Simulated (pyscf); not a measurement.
5 gas-phase steps of one pattern: substitution at O on the doublet surface, H–O broken and Ge–O or O–Si or O–Sn formed. Structures and frequencies: ωB97X-D3(BJ)/def2-SVP in PySCF. Electronic energies in kcal/mol, from the separated reactants; ΔE‡ and ΔE at ωB97M-D3(BJ)/def2-TZVP. Rows were drawn at random from the steps of this pattern with a verified saddle, stable references and no exit in the data more than 5 kcal/mol lower.

| row | step | ΔE | ΔE‡ |
|---|---|---|---|
| 1 | H₂O + HO–Si•(F)–F -> HO–Si(OH)(F)–F + H• | -19.7 | 14.9 |
| 2 | H₂O + HO–Si•(OH)–OH -> HO–Si(OH)(OH)–OH + H• | -19.7 | 14.8 |
| 3 | •H₂Si–O–SiH₃ + H₂O -> HO–SiH₂–O–SiH₃ + H• | -12.6 | 19.7 |
| 4 | HO–GeH₃ + GeH₃• → H₃Ge–O–GeH₃ + H• | +17.6 | ? |
| 5 | HO–GeH₃ + SnH₃• → H₃Ge–O–SnH₃ + H• | +29.0 | 35.9 |

**Question.** Fit ΔE‡ = a + b·ΔE to the other rows and predict row 4.

**Answer.** Over the 4 complete rows the means are -5.8 (ΔE) and 21.3 (ΔE‡); least squares gives b = 0.42 and a = 23.7 kcal/mol, with residuals of 0.8 kcal/mol (root mean square; largest 1.3, row 3). For row 4: 23.7 + 0.42 × (+17.6) = 31.1 kcal/mol. The computed barrier is 28.5 kcal/mol, 2.6 under the line. The line follows the complete rows closely but misses this one by more than their scatter. Each barrier is that of the saddle found. Elements up to Kr have no core potential and no relativistic terms here. Elements past Kr carry the def2 core potentials, without spin-orbit coupling.
